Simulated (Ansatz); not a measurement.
KP₂Ru₂: a prediction, then the measurements

Theory: DFT PBEsol, scalar-relativistic, plane waves, PAW in Ansatz.

Settings: cutoff 420 eV, Γ-centred mesh 12×12×12 on the computed 5-atom cell, Gaussian smearing of 0.10 eV; no spin polarisation.

Relaxed structure, symmetry kept:

```xyz
5
Lattice="-2.0007 2.0007 6.0918 2.0007 -2.0007 6.0918 2.0007 2.0007 -6.0918" Properties=species:S:1:pos:R:3 pbc="T T T"
K     0.0000    0.0000    0.0000
P     0.0000    0.0000    4.1653
P     0.0000    0.0000    8.0183
Ru    0.0000    2.0007    3.0459
Ru    2.0007    0.0000    3.0459
```

- Space group: I4/mmm (No. 139)
- Volume per atom: 19.51 Å³
- Formation energy from the elements' standard states (uncorrected): -0.627 eV/atom
- Kohn–Sham band gap: none (metal)
- Density of states at the Fermi level: 2.46 states/eV per cell
- Löwdin character within 0.5 eV of the Fermi level: Ru 4d 60 %, P 3p 28 %, unprojected 5 %
- Bulk modulus: 37 GPa
- Its pressure derivative: 3.2
- Bader charges (e): K (1 in the cell) 0.77, P (2 in the cell) -0.32, Ru (2 in the cell) -0.07

**Experimental background.**

From “Construction of A-B hetero-layer intermetallic crystals: case studies of the 1144-phase TM-phosphides AB(TM)4P4 (TM=Fe, Ru, Co, Ni”, 2021, arxiv:2103.15344, for a powder of KP2Ru2: lattice constant a 4.016 ± 0.007 Å; lattice constant c 12.356 ± 0.009 Å.

Measured lattice constant a of KP2Ru2: 4.016 Å (powder; the paper above). This calculation gives 4.001 Å (-0.4 %). A measured lattice constant c of KP2Ru2 is 12.356 Å (powder; the paper above); the calculated 12.184 Å misses it by -1.4 %. The calculation is for 0 K without zero-point motion.